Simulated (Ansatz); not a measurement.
# C₃H₆FN: small, medium and large basis sets

The task here is to estimate one member of a computed series from the others.

Program: Ansatz 0.2.0, Gaussian basis. Level of theory: one geometry, several basis sets. These are calculated values, not measurements.

Levels to be run: PBE0-D4/def2-SVP; ωB97M-V/def2-SVP; PBE0-D4/def2-QZVPP; ωB97M-V/def2-QZVPP; the functionals' def2-TZVPP values are taken from earlier runs.

### Structure used throughout

All runs share one geometry, relaxed beforehand with PBE0-D4 in a triple-zeta def2 set.

SMILES `C/C=N/CF`, 11 atoms, charge 0, spin multiplicity 1.

Atoms are counted from 1 here; the program's logs count them from 0.

Bond lengths: C1–C2 1.485 Å, C1–H6 1.094 Å, C1–H7 1.089 Å, C1–H8 1.095 Å, C2–N3 1.262 Å, C2–H9 1.102 Å, N3–C4 1.426 Å, C4–F5 1.373 Å, C4–H10 1.101 Å, C4–H11 1.095 Å. Angles: C2–C1–H6 110.2°, C2–C1–H7 110.6°, C2–C1–H8 110.2°, H6–C1–H7 109.7°, H6–C1–H8 106.7°, H7–C1–H8 109.4°, C1–C2–N3 122.5°, C1–C2–H9 116.4°, N3–C2–H9 121.1°, C2–N3–C4 117.4°, N3–C4–F5 109.2°, N3–C4–H10 113.4°, N3–C4–H11 109.0°, F5–C4–H10 107.4°, F5–C4–H11 107.6°, H10–C4–H11 110.0°.

The first run:

Contents of in.yaml:

```yaml
crystal:
  periodic: [false, false, false]
  atoms:
    - {symbol: C, position_ang: [-0.893021, -1.314398, -0.965569]}
    - {symbol: C, position_ang: [-0.054150, -0.490279, -0.059424]}
    - {symbol: N, position_ang: [-0.070979, 0.771010, -0.081569]}
    - {symbol: C, position_ang: [0.749903, 1.454131, 0.862769]}
    - {symbol: F, position_ang: [1.469761, 2.428010, 0.215442]}
    - {symbol: H, position_ang: [-0.263590, -1.993404, -1.548793]}
    - {symbol: H, position_ang: [-1.468931, -0.679030, -1.636854]}
    - {symbol: H, position_ang: [-1.575179, -1.941651, -0.383041]}
    - {symbol: H, position_ang: [0.592391, -1.038874, 0.645152]}
    - {symbol: H, position_ang: [1.469846, 0.795929, 1.373354]}
    - {symbol: H, position_ang: [0.109349, 1.951355, 1.599232]}
basis:
  gaussian: {orbitals: def2-SVP}
hamiltonian: {xc: pbe0, dispersion: d4}
output: {orbitals: {seedname: orbitals}}
```

Among the steps run: PBE0-D4 in def2-SVP; ωB97M-V in def2-SVP; PBE0-D4 in def2-QZVPP; ωB97M-V in def2-QZVPP.

One of the session's tables, all rows but one given; the rest of the session is left out.

It belongs to the step «Density functionals: the series». 

```
functional       basis  HOMO (eV)  LUMO (eV)
   PBE0-D4    def2-SVP      -7.53      -0.28
   PBE0-D4  def2-TZVPP      -7.70      -0.47
   PBE0-D4  def2-QZVPP      -7.74      -0.54
   ωB97M-V    def2-SVP          ?          ?
   ωB97M-V  def2-TZVPP     -10.09       1.76
   ωB97M-V  def2-QZVPP     -10.13       1.62
```

**Question.** Estimate the row for ωB97M-V, def2-SVP.

The run gave: HOMO (eV): -9.90; LUMO (eV): 2.04. In the column «HOMO (eV)» it lies between ωB97M-V, def2-TZVPP (-10.09) and PBE0-D4, def2-QZVPP (-7.74).
